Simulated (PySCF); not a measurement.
Compound: chloroethane, C2H5Cl.
Numbering: `[CH3:1][CH2:2][Cl:3]` (hydrogens: H4, H5, H6 on C1; H7, H8 on C2)

The calculation used PySCF 2.14.0, PBE0-D3(BJ)/def2-TZVP geometry optimisation, gas phase.

Task: Give the optimised bond lengths and angles.

Result: 
```json
{"bond": "C1–C2", "length (pm)": "150.7"}
{"bond": "C2–Cl3", "length (pm)": "178.8"}
{"bond": "C1–H4, C1–H5, C1–H6", "length (pm)": "109.2"}
{"bond": "C2–H7, C2–H8", "length (pm)": "108.9"}
```

Bonds in one row agree within 1 pm and their mean is given. A selection of angles:
```json
{"angle": "C2–C1–H4", "degrees": "111.0"}
{"angle": "C2–C1–H6", "degrees": "109.6"}
{"angle": "H4–C1–H5", "degrees": "108.4"}
{"angle": "C1–C2–Cl3", "degrees": "111.4"}
{"angle": "C1–C2–H7", "degrees": "111.9"}
{"angle": "Cl3–C2–H7", "degrees": "106.3"}
{"angle": "H7–C2–H8", "degrees": "108.7"}
```

Point group: Cs (tolerance 0.08 Å). PBE0-D3(BJ)/def2-TZVP frequencies: not computed here.

Time: 9.3 s of wall time; peak memory 0.55 GiB. Hardware: one thread of an Intel Xeon Platinum 8488C, no GPU, on a shared host. This is the geometry optimisation.
